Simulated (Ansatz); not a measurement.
A run of Ansatz (development build ahead of 0.2.0) on doublet OH at this shape:

```yaml
atoms:
  - { symbol: O, position_ang: [0.0000, 0.0000, 0.0000] }
  - { symbol: H, position_ang: [0.0000, 0.0000, 1.7460] }
```

Its results:

- Converged: yes
- Total energy: -75.24164 hartree
- Spin squared of the determinant: 0.750
- Stability test: minimum among restricted orbitals

Task: Which input gives this output? Name the method, the orbitals and the basis set, and write the input.

Result: ROHF in pcseg-2.

```yaml
crystal:
  periodic: [false, false, false]
  atoms:
    - { symbol: O, position_ang: [0.0, 0.0, 0.0] }
    - { symbol: H, position_ang: [0.0, 0.0, 1.746] }
basis:
  gaussian: { orbitals: pcseg-2 }
magnetization:
  initial_magnetization: 1
hamiltonian:
  xc: hf
```

Caution: in another basis set an unrestricted determinant lies well below.
